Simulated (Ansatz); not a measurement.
# CHFO (formyl fluoride) at 6 levels

Aim: a comparison of 6 runs (PBE/STO-3G, r2SCAN0/STO-3G, revPBE/STO-3G, RPA@PBE/STO-3G, CCSDT(Q)/STO-3G, FCI/STO-3G) of CHFO (formyl fluoride). 

The calculation is run with Ansatz 0.2.0.

62 further runs of the same task are left out: 2 that didn't finish, 60 set aside as unsound or not needed.

## Step 1: The molecule

CHFO: 4 atoms, total charge 0, spin state singlet. As SMILES, `O=CF`. The H4–C2 distance was set to 1.645 Å, away from the relaxed value. At this shape a bond of the SMILES string is far longer than usual.

Bond lengths: O1–C2 1.174 Å, C2–F3 1.336 Å. Angles: O1–C2–F3 122.9°. A long bond or contact: C2–H4 1.645 Å.

## Step 2: The energy at PBE/STO-3G (run 1)

Input file run.yaml:

```yaml
basis:
  gaussian:
    orbitals: STO-3G
crystal:
  periodic: [false, false, false]
  atoms:
    - symbol: O
      position_ang: [-1.087800, -0.176602, 1.172308]
    - symbol: C
      position_ang: [-0.244860, -0.310262, 0.366188]
    - symbol: F
      position_ang: [0.386740, -1.469592, 0.162748]
    - symbol: H
      position_ang: [0.350540, 0.823120, -0.667550]
hamiltonian:
  xc: {name: PBE}
accuracy: high
```

Run with:

```sh
$ ansatz run run.yaml --threads 1 --pin off --max-ram 3480MiB --events-out events.jsonl --progress --plain --runs-dir runs
```

Output:

```text
Warning: RAYON_NUM_THREADS=1 ignored (pool sized by the plan → 1); use --threads N
Functional definition: PBE
  name "PBE"
  parameter kappa = 0.804
  parameter beta = 0.06672455060314922
  exchange = pbe_x(kappa = kappa, mu = beta*pi^2/3)
  correlation = pbe_c(beta = beta)
273 factors; integrals over basis functions are off by at most 4.9e-8 eV
mean field evaluation 1: about -5725.5978 eV, gradient 2.7e1 eV
mean field evaluation 2: about -5708.5946 eV, gradient 8.8e1 eV
mean field evaluation 4: about -5727.7656 eV, gradient 4.9e0 eV
mean field evaluation 8: about -5727.7697 eV, gradient 7.7e-2 eV
mean field evaluation 16: about -5727.7698 eV, gradient 4.2e-7 eV
mean field -5727.76977258 eV, -210.4916567207 hartree, gradient 2.9e-8 eV, S^2 0.000000; 0 other end points of the search recorded, 0 dependent functions left out
reference -5727.76977371 eV, -210.4916567622 hartree; 12, 12 occupied and 4, 4 virtual orbitals, 273 factors
Total energy: -5727.76977371 eV, -210.4916567622 hartree
```

It took 0.83 s on 1 thread of Intel Xeon Platinum 8259CL at 2.50GHz (Skylake/Cascade Lake), shared host.

## Step 3: A single-point energy at r2SCAN0/STO-3G (run 2)

Input file job.yaml:

```yaml
crystal:
  periodic: [false, false, false]
  atoms:
    - {symbol: O, position_ang: [-1.087800, -0.176602, 1.172308]}
    - {symbol: C, position_ang: [-0.244860, -0.310262, 0.366188]}
    - {symbol: F, position_ang: [0.386740, -1.469592, 0.162748]}
    - {symbol: H, position_ang: [0.350540, 0.823120, -0.667550]}
basis:
  gaussian:
    orbitals: STO-3G
hamiltonian:
  xc: {name: r2SCAN0}
accuracy: high
```

Run with:

```sh
$ ansatz run job.yaml --threads 1 --pin off --max-ram 3480MiB --events-out events.jsonl --progress --plain --runs-dir runs
```

Output:

```text
Warning: RAYON_NUM_THREADS=1 ignored (pool sized by the plan → 1); use --threads N
Functional definition: r2SCAN0
  name "r2SCAN0"
  parameter a = 0.25
  parameter k0 = 0.174
  parameter k1 = 0.065
  parameter a1 = 4.9479
  exchange = (1 - a)*r2scan_x(k0 = k0, k1 = k1, a1 = a1) + a*exact_x
  correlation = r2scan_c
273 factors; integrals over basis functions are off by at most 4.9e-8 eV
mean field evaluation 1: about -5728.2936 eV, gradient 3.0e1 eV
mean field evaluation 2: about -5722.6975 eV, gradient 5.9e1 eV
mean field evaluation 4: about -5730.9236 eV, gradient 1.6e0 eV
mean field evaluation 8: about -5730.8946 eV, gradient 2.1e-2 eV
mean field evaluation 16: about -5730.8946 eV, gradient 2.9e-8 eV
mean field -5730.89456006 eV, -210.6064905424 hartree, gradient 2.9e-8 eV, S^2 0.000000; 0 other end points of the search recorded, 0 dependent functions left out
reference -5730.89456023 eV, -210.6064905488 hartree; 12, 12 occupied and 4, 4 virtual orbitals, 273 factors
Total energy: -5730.89456023 eV, -210.6064905488 hartree
```

Run time: 1.8 s. Hardware: 1 thread of Intel Xeon Platinum 8259CL at 2.50GHz (Skylake/Cascade Lake), shared host; peak memory 0.14 GiB.

Runs 3 to 4 aren't shown in full; the table further down has their settings and results.

## Step 4: The energy at CCSDT(Q)/STO-3G (run 5)

Input file in.yaml:

```yaml
crystal:
  periodic: [false, false, false]
  atoms:
    - symbol: O
      position_ang: [-1.087800, -0.176602, 1.172308]
    - symbol: C
      position_ang: [-0.244860, -0.310262, 0.366188]
    - symbol: F
      position_ang: [0.386740, -1.469592, 0.162748]
    - symbol: H
      position_ang: [0.350540, 0.823120, -0.667550]
basis:
  gaussian:
    orbitals: STO-3G
correlation:
  method: ccsdt_q
  frozen_orbitals: {C: 1, F: 1, H: 0, O: 1}
accuracy: high
scf:
  omitted_lower_state_checks: [cluster_reference, increment]
```

Run with:

```sh
$ ansatz run in.yaml --threads 1 --pin off --max-ram 3480MiB --events-out events.jsonl --progress --plain --runs-dir runs
```

Output:

```text
Warning: RAYON_NUM_THREADS=1 ignored (pool sized by the plan → 1); use --threads N
[... 11 lines left out ...]
3 core orbitals not correlated: weight in the atoms' cores, before any rotation towards them, 1.000 or more for the frozen orbitals, at most 0.000 for the correlated occupied ones
[... 30 lines left out ...]
Total energy: -5712.19623582 eV, -209.9193398007 hartree
Checks for a lower state left out: cluster_reference, increment
```

It took 0.99 s on 1 thread of Intel Xeon Platinum 8259CL at 2.50GHz (Skylake/Cascade Lake), shared host.

## Step 5: The energy at FCI/STO-3G (run 6)

in.yaml: that of step 4 with these lines changed.

```diff
@@ -12,9 +12,4 @@
 basis:
-  gaussian:
-    orbitals: STO-3G
-correlation:
-  method: ccsdt_q
-  frozen_orbitals: {C: 1, F: 1, H: 0, O: 1}
+  gaussian: {orbitals: STO-3G}
+correlation: {method: fci, frozen_orbitals: {C: 1, F: 1, H: 0, O: 1}}
 accuracy: high
-scf:
-  omitted_lower_state_checks: [cluster_reference, increment]
```

Run with:

```sh
$ ansatz run in.yaml --threads 1 --pin off --max-ram 3480MiB --events-out events.jsonl --progress --plain --runs-dir runs
```

Output:

```text
Warning: RAYON_NUM_THREADS=1 ignored (pool sized by the plan → 1); use --threads N
Functional definition: HF
  name "HF"
  exchange = exact_x
  correlation = 0
273 factors; integrals over basis functions are off by at most 4.9e-8 eV
mean field evaluation 1: about -5702.5356 eV, gradient 3.6e1 eV
mean field evaluation 2: about -5702.6126 eV, gradient 3.6e1 eV
mean field evaluation 4: about -5706.6943 eV, gradient 2.7e0 eV
mean field evaluation 8: about -5706.7570 eV, gradient 1.2e-1 eV
mean field -5706.75708028 eV, -209.7194545215 hartree, gradient 1.5e-8 eV, S^2 0.000000; 0 other end points of the search recorded, 0 dependent functions left out; unrestricted orbitals would lower it
mean field evaluation 16: about -5706.5536 eV, gradient 5.3e0 eV
3 core orbitals not correlated: weight in the atoms' cores, before any rotation towards them, 1.000 or more for the frozen orbitals, at most 0.000 for the correlated occupied ones
reference -5706.75708028 eV, -209.7194545215 hartree; 9, 9 occupied and 4, 4 virtual orbitals, 273 factors
state -5712.19453337 eV, -209.9192772369 hartree
Total energy: -5712.19453337 eV, -209.9192772369 hartree
```

Wall time 1.6 s (1 thread of Intel Xeon Platinum 8259CL at 2.50GHz (Skylake/Cascade Lake), shared host); peak memory 0.11 GiB.

## Step 6: Overview of the runs

```
run            level  frozen core orbitals  energy (Eh)  wall time
  1       PBE/STO-3G                     –  -210.491657     0.83 s
  2   r2SCAN0/STO-3G                     –  -210.606491      1.8 s
  3    revPBE/STO-3G                     –  -210.665880     0.83 s
  4   RPA@PBE/STO-3G                     3  -209.986934      1.4 s
  5  CCSDT(Q)/STO-3G                     3  -209.919340     0.99 s
  6       FCI/STO-3G                     3  -209.919277      1.6 s
```

## Step 7: What came out

| quantity | value |
| --- | --- |
| run 6: total energy | -209.91928 Eh |
| run 6: correlation energy (3 core orbitals frozen) | -199.8 mEh |

What this shows: Against full CI in this basis: CCSDT(Q) -0.1 mEh. Totals of different functionals can't be ranked against each other. In run 5 the log says that unrestricted orbitals would lower the reference, so the values rest on an unstable closed-shell determinant (other closed-shell runs at this shape may share the fault). In runs 1, 2, 3, 4, 5, 6 the basis is minimal, so the values are rough. All runs together took 7.5 s, the longest 1.8 s.
